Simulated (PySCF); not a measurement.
Compound: C2H5FO2S.
Bonds: C1–S2, S2–O3 (double), S2–O4 (double), S2–C5, C5–F6. Hydrogens: H7, H8, H9 on C1; H10, H11 on C5.

Torsions of this conformer, `[CH3:1][S:2](=[O:3])(=[O:4])[CH2:5][F:6]`: C1–S2–C5–F6 53°.

The closed-shell ground state was solved at several levels (PySCF, density fitting, gas phase, non-relativistic). Geometry: PBE0-D3(BJ)/def2-SVP, one conformer, isolated molecule.

```csv
level,basis functions,HOMO (eV),LUMO (eV),gap (eV),dipole (D)
B3LYP/6-31G*,98,-8.03,1.11,9.14,3.60
B3LYP/def2-TZVP,222,-8.39,0.28,8.67,3.54
```

(1) What might B3LYP/cc-pVTZ (254 basis functions) give for the same quantities?

(2) How much does the basis alone move the frontier levels among the 3 B3LYP rows (the withheld one included)?

(3) How far do the dipole and the HOMO energy spread over the levels?

Answers

(1) HOMO -8.27 eV, LUMO 0.39 eV, gap 8.66 eV, dipole 3.55 D.

(2) The HOMO by 0.36 eV and the LUMO by 0.83 eV. By rising basis size (HOMO, LUMO in eV): 6-31G* -8.03, 1.11; def2-TZVP -8.39, 0.28; cc-pVTZ -8.27, 0.39.

(3) The dipole runs from 3.54 to 3.60 D (mean 3.56 D) and the HOMO from -8.39 to -8.03 eV.
